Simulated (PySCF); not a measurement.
Job file and geometry (Å, from PBE0-D3(BJ)/def2-TZVP) of an NMR shielding run on `[SiH3][SiH2][SiH3]`, H8Si3, GIAO PBE0/pcSseg-2 NMR shielding, non-relativistic, gas phase (PySCF 2.14.0, density-fitted response routines); density fitting, a coarse starting grid and PySCF grid level 2 are the driver's defaults:

```
$ OMP_NUM_THREADS=1 python probes_run.py task.json out

{"job": {"kind": "nmr", "xc": "PBE0", "basis": "pcSseg-2"}, "charge": 0, "multiplicity": 1}
Si     1.813895     0.740298    -0.045660
Si     0.196049    -0.946322    -0.113040
Si    -1.949275    -0.048454     0.124624
H      3.182735     0.176132    -0.190712
H      1.577383     1.709004    -1.149807
H      1.732471     1.468866     1.248918
H      0.448359    -1.922171     0.984819
H      0.293026    -1.673972    -1.410030
H     -2.215740     0.923224    -0.969940
H     -2.053632     0.664214     1.426432
H     -2.985591    -1.114712     0.079498
```

Problem. What does the program print?

Solution. 
```
coarse grid: 9832 points
cycle   1  E = -872.9252895488  dE = -3.559e-01  |g| = 1.585e-01  |ddm| = 2.315e+00
cycle   2  E = -872.9289323726  dE = -3.643e-03  |g| = 6.901e-02  |ddm| = 1.619e-01
cycle   3  E = -872.9294191341  dE = -4.868e-04  |g| = 1.556e-02  |ddm| = 5.563e-02
cycle   4  E = -872.9294833136  dE = -6.418e-05  |g| = 5.699e-03  |ddm| = 2.182e-02
cycle   5  E = -872.9294949949  dE = -1.168e-05  |g| = 4.330e-04  |ddm| = 6.907e-03
cycle   6  E = -872.9294950369  dE = -4.200e-08  |g| = 1.249e-04  |ddm| = 5.852e-04
final grid: 78760 points
cycle   7  E = -872.9411679081  dE = -2.995e-05  |g| = 1.951e-03  |ddm| = 1.898e-02
cycle   8  E = -872.9411680605  dE = -1.523e-07  |g| = 7.813e-04  |ddm| = 1.748e-03
cycle   9  E = -872.9411681193  dE = -5.885e-08  |g| = 1.965e-04  |ddm| = 6.210e-04
cycle  10  E = -872.9411681294  dE = -1.008e-08  |g| = 4.552e-05  |ddm| = 2.458e-04
cycle  11  E = -872.9411681301  dE = -6.885e-10  |g| = 3.639e-06  |ddm| = 5.019e-05
converged SCF energy = -872.9411681301

GIAO shielding tensors (ppm)
atom      isotropic    diamagn.    paramagn.     s11        s22        s33       span
  0 Si     450.665     879.937    -429.272    445.766    448.590    457.639     11.872
  1 Si     465.268     881.274    -416.006    460.680    461.497    473.626     12.946
  2 Si     450.696     879.942    -429.246    445.754    448.717    457.615     11.861
  3 H       27.583      28.446      -0.862     24.325     25.320     33.105      8.781
  4 H       27.760      29.349      -1.588     24.615     25.955     32.711      8.096
  5 H       27.762      29.352      -1.590     24.612     25.962     32.712      8.100
  6 H       27.859      29.346      -1.487     24.603     25.581     33.392      8.789
  7 H       27.860      29.341      -1.482     24.602     25.580     33.397      8.796
  8 H       27.762      29.353      -1.591     24.611     25.962     32.713      8.102
  9 H       27.760      29.355      -1.595     24.613     25.959     32.709      8.095
 10 H       27.584      28.450      -0.866     24.325     25.319     33.108      8.782
```

Problem. Turn these shieldings into chemical shifts. References, each an isolated molecule treated in the same way: TMS for ²⁹Si (342.20 ppm) and ¹H (31.52 ppm).

Solution. Averaging equivalent atoms: Si 0/2: -108.5; Si 1: -123.1; H 3/4/5/8/9/10: 3.82; H 6/7: 3.66 ppm. 

Size and cost of the density-fitted run: 241 basis functions, 25 s wall time on 1 thread of an Arm Neoverse V2, shared host; peak memory 0.89 GiB.
